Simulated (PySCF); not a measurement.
# Bonding in `C=C=CC(=O)[O-]`

Species: C4H3O2 (charge -1).
SMILES with atom numbers: `[CH2:1]=[C:2]=[CH:3][C:4](=[O:5])[O-:6]` (hydrogens: H7, H8 on C1; H9 on C3)

Cartesian coordinates in Å at the GFN2-xTB level; atoms count from 1:
```
atom  x, y, z in Å
C1     1.8704    0.2181   -0.4168
C2     0.7230   -0.0855    0.1358
C3    -0.4565   -0.3322    0.5689
C4    -1.7794    0.0285   -0.2539
O5    -2.1477   -0.8515   -1.0282
O6    -2.2619    1.1200    0.0399
H7     2.3419    1.1786   -0.2622
H8     2.4019   -0.4802   -1.0486
H9    -0.6782   -0.7899    1.5216
```

Bond orders from the PBE0/pcSseg-1 density (PySCF). Geometry: GFN2-xTB; no solvent, vibrations or thermal averaging. The pcSseg-1 basis has no diffuse functions, a weakness for an anion.

Task: How far do the computed orders between heavy atoms stray from the drawn ones?

Result: The largest departure is 0.762, at C4–O6 (drawn single, 1.762). Drawn single, order above 1.12: C4–O6 (1.762). Drawn single, order below 0.88: C3–C4 (0.825). The SMILES, with its formal charges, is one Lewis structure only.

Task: Set the Mayer orders of the bonds beside their lengths.

Result: 
```
 bond  drawn as  length (Å)  Mayer order
C1–C2    double       1.309        1.989
C2–C3    double       1.280        1.963
C3–C4    single       1.599        0.825
C4–O5    double       1.229        1.772
C4–O6    single       1.229        1.762
C1–H7    single       1.081        0.919
C1–H8    single       1.081        0.919
C3–H9    single       1.080        0.911
```

By pair of heavy elements: C–C: lowest C3–C4 (0.825, 1.599 Å), highest C1–C2 (1.989, 1.309 Å); in 1 of the 3 pairs the longer bond (by over 0.003 Å) has the higher order (by 0.02 or more). C–O: all 2 within 0.02 of one another (1.762 to 1.772).

Task: Sum the orders of all bonds at each heavy atom with more than one neighbour and set the sums beside the valence in the SMILES.

Result: C1 3.827 (drawn 4), C2 3.952 (drawn 4), C3 3.699 (drawn 4), C4 4.359 (drawn 4). Orders between atoms that aren't bonded are not in these sums.

For a closed shell the Mayer order of atoms A and B is Σ (PS)μν (PS)νμ over the basis functions μ on A and ν on B, with P the density and S the overlap matrix.
